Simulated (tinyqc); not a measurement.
Extended Hueckel theory, for CH2, step by step. One step of it, computed by the program tinyqc.

Problem. Mulliken analysis. P = C n C^T; charge = valence electrons (C 4, H 1) minus the sum of (P S)_ii on the atom; overlap population = 2 sum P_ij S_ij between two atoms.

coefficients:
```
              MO1        MO2        MO3       MO4        MO5        MO6
1C 2s    0.708536   0.000000  -0.323228  0.000000   0.000000   1.265334
1C 2px   0.000000   0.000000   0.000000  1.000000   0.000000   0.000000
1C 2py   0.000000   0.555740   0.000000  0.000000   1.164206   0.000000
1C 2pz  -0.023929   0.000000   0.881503  0.000000   0.000000   0.802572
2H 1s    0.245406   0.430977   0.153107  0.000000  -0.911647  -1.014334
3H 1s    0.245406  -0.430977   0.153107  0.000000   0.911647  -1.014334
```

occupations: 2.000000  2.000000  2.000000  0.000000  0.000000  0.000000

overlap S, lower triangle:
```
           1C 2s    1C 2px     1C 2py    1C 2pz     2H 1s     3H 1s
1C 2s   1.000000
1C 2px  0.000000  1.000000
1C 2py  0.000000  0.000000   1.000000
1C 2pz  0.000000  0.000000   0.000000  1.000000
2H 1s   0.520917  0.000000   0.404111  0.307847  1.000000
3H 1s   0.520917  0.000000  -0.404111  0.307847  0.181670  1.000000
```

Give: charges; Overlap populations.

Solution.

charges: 1C -0.1912, 2H 0.0956, 3H 0.0956

Overlap populations:
```
pair      value
2-1    0.805307
3-1    0.805307
3-2   -0.074177
```
